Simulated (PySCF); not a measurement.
**Computed spin Hamiltonian**

Compound: C4H5FN (doublet state).
Atom-mapped SMILES: `[F:1][CH:2][CH2:3][C@@H:4]1[CH:5]=[N:6]1` (hydrogens: H7 on C2; H8, H9 on C3; H10 on C4; H11 on C5)

Cartesian coordinates in Å at the GFN2-xTB level; atoms count from 1:
```xyz
11
C4H5FN angstrom
F     -1.0592    1.8623    0.5311
C     -1.5052    0.6209    0.2444
C     -0.6528   -0.2096   -0.6241
C      0.5941   -0.6943    0.1238
C      1.7761    0.1392    0.2235
N      1.8927   -0.7843   -0.6162
H     -2.1662    0.2346    1.0006
H     -1.2222   -1.0716   -0.9729
H     -0.3207    0.3741   -1.4870
H      0.4077   -1.4438    0.8855
H      2.2611    0.9751    0.6655
```

The hyperfine couplings belong to this conformer and change with its torsions.

Theory: UKS B3LYP, pcH-1 on C F H N, non-relativistic, mean-field spin-orbit, GIAO in PySCF. The structure is a single GFN2-xTB conformer in the gas phase; no vibrational or solvent corrections. The geometry wasn't refined by DFT: couplings that depend on bond lengths, twists or pyramidal angles can differ widely from those at the functional's own minimum. Stability of the SCF solution: not tested.

* g1, g2, g3: 2.00204, 2.00417, 2.00488
* g_iso: 2.00370
* Form of g: rhombic: the two nearest values differ by 25 % of g3 − g1
* ⟨S²⟩: 0.7535 (exact 0.7500)
* α and β electrons: 23, 22
* HOMO–LUMO gap, α and β orbitals: 4.63, 5.97 eV

Isotropic coupling and dipolar principal values T1 to T3, in G (MHz turned into gauss with g_iso; 10 G = 1 mT):

```tsv
atom	isotope	a_iso	T1	T2	T3	Mulliken spin population
F1	19F	57.1	-94.5	-81.1	175.6	0.07
C2	13C	61.4	-30.1	-29.2	59.3	0.94
C3	13C	-8.1	-0.9	-0.5	1.3	-0.06
C4	13C	35.5	-1.9	-1.8	3.7	0.05
C5	13C	-1.0	-0.4	0.1	0.3	-0.01
N6	14N	0.2	-0.5	-0.5	1.0	0.02
H7	1H	-17.1	-13.4	-0.8	14.3	-0.04
H8	1H	5.0	-2.1	-1.6	3.7	0.00
H9	1H	16.5	-2.0	-1.7	3.7	0.02
H10	1H	-0.6	-1.5	-0.8	2.3	0.00
H11	1H	0.6	-0.5	-0.4	0.9	0.00
```

The largest Mulliken spin populations are on C2 (+0.94), F1 (+0.07) and C3 (-0.06). No atom but C2 exceeds +0.15. The angles at C2 add up to 354.0°, so it is nearly planar; its axial dipolar tensor and the negative coupling of its proton fit spin in a p orbital normal to that plane.

Axes: g2 points within 9° of the F1–C2 bond.

Under fast tumbling the dipolar parts average out, and these isotropic splittings remain: 1 × 19F (F1, I = 1/2, 2 lines) with 5.71 mT, 1 × 1H (H7, I = 1/2, 2 lines) with 1.71 mT, 1 × 1H (H9, I = 1/2, 2 lines) with 1.65 mT, 1 × 1H (H8, I = 1/2, 2 lines) with 0.50 mT, 1 × 1H (H10, I = 1/2, 2 lines) with 0.06 mT and 1 × 1H (H11, I = 1/2, 2 lines) with 0.06 mT.

The 13C coupling of C2 (172.1 MHz) shows only in satellite lines or after enrichment, since that isotope makes up about 1.07 % of natural carbon.
